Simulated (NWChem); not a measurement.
System: C₄H₈; SMILES C1CCC1

```xyz
12

C      0.7603     0.7603     0.1275
C      0.7603    -0.7603    -0.1275
C     -0.7603    -0.7603     0.1275
C     -0.7603     0.7603    -0.1275
H      0.9933     0.9933     1.1785
H      1.3936     1.3936    -0.5126
H      0.9933    -0.9933    -1.1785
H      1.3936    -1.3936     0.5126
H     -1.3936    -1.3936    -0.5126
H     -0.9933    -0.9933     1.1785
H     -0.9933     0.9933    -1.1785
H     -1.3936     1.3936     0.5126
```
Atoms are numbered in this order, from 1.

Computed with NWChem. Medium grid unless said otherwise, to which SCAN and Minnesota functionals are sensitive. All runs use the structure optimised with PBE0/def2-SVP. Total energies of different functionals are on different scales.

| level | energy (Ha) | highest occupied level (eV) | orbital gap (eV) | relative time |
|---|---|---|---|---|
| PBE/def2-TZVP | -157.0400 | -7.23 | 7.78 | 1 |
| B3LYP/def2-TZVP | -157.2719 | -8.38 | 9.39 | 1 |
| M06-2X/def2-TZVP | -157.1822 | -9.80 | 11.78 | 1 |
| CAM-B3LYP/def2-TZVP | -157.1690 | -10.01 | 12.13 | 9 |
| PBE0/def2-TZVP | -157.0704 | -8.57 | 9.93 | 1 |
| PW6B95/def2-TZVP | -157.4685 | -8.67 | 9.96 | 1 |

Relative times are rough (shared machine, one core).
